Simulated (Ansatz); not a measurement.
A calculation with Ansatz (development build ahead of 0.2.0).

```yaml
crystal:
  periodic: [false, false, false]
  atoms:
    - { symbol: P, position_ang: [0.59931, -0.87664, 0.02277] }
    - { symbol: P, position_ang: [1.45517, -4.1111, 4.49387] }
basis:
  gaussian: { orbitals: cc-pVDZ }
magnetization:
  spin_polarized: true
hamiltonian:
  xc: hf
correlation:
  method: ccsd_t
  frozen_orbitals: { P: 5 }
```

The input is written out in the form of the current development build from the run's settings.

Results

| Item | Value |
| --- | --- |
| Converged | yes |
| Reference energy | -681.41813 hartree |
| CCSD correlation energy | -0.16259 hartree |
| Triples correction | -0.00203 hartree |
| Total energy | -681.58275 hartree |
| T1 diagnostic | 0.003 |
| Largest doubles amplitude | 0.06 |
